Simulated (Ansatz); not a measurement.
The same path of ClH + FH3Si (7 atoms, charge 0, multiplicity 1) was run twice with different band settings. Lost on the way: Si1–F2, Cl6–H7. Made: Si1–Cl6, F2–H7.

Level of theory: RKS PBE-D4/def2-SVP (Ansatz 0.2.0).

Relaxed end points:

```xyz
7
Properties=species:S:1:pos:R:3
Si 0.254 0.000 -0.121
F 0.106 0.000 1.532
H 1.723 0.000 -0.419
H -0.393 1.241 -0.653
H -0.393 -1.241 -0.653
Cl -3.001 0.000 1.490
H -1.767 0.000 1.920
```

```xyz
7
Properties=species:S:1:pos:R:3
Si -0.411 0.000 -0.531
F 0.032 0.001 2.881
H 0.759 0.000 0.397
H -0.448 1.231 -1.384
H -0.448 -1.231 -1.385
Cl -2.149 0.000 0.664
H -0.806 0.000 2.454
```

Common settings: spring 5.0 eV/Å²; optimiser quadratic models (default); start path through a guess of the saddle point; force threshold 0.05 eV/Å; iteration limit 60; end points relaxed.

| run | movable images | climbing image |
| --- | --- | --- |
| 1 | 7 | yes |
| 2 | 8 | no |

**Question.** What does each run give, and how far can it be trusted?

**Answer.** Run 1: converged after 9 iterations, highest image 1.180 eV above the first end. A vibrational analysis at the climbing image gives 2 clearly imaginary modes (297i, 168i cm⁻¹): a point of higher order, so a lower path passes nearby.
Run 2: converged after 8 iterations, highest image 1.139 eV above the first end. No image climbed, so the highest image needn't sit at the top of the path.
The orbitals stay closed-shell, which can raise the energy where a bond breaks towards radicals; this wasn't checked here.
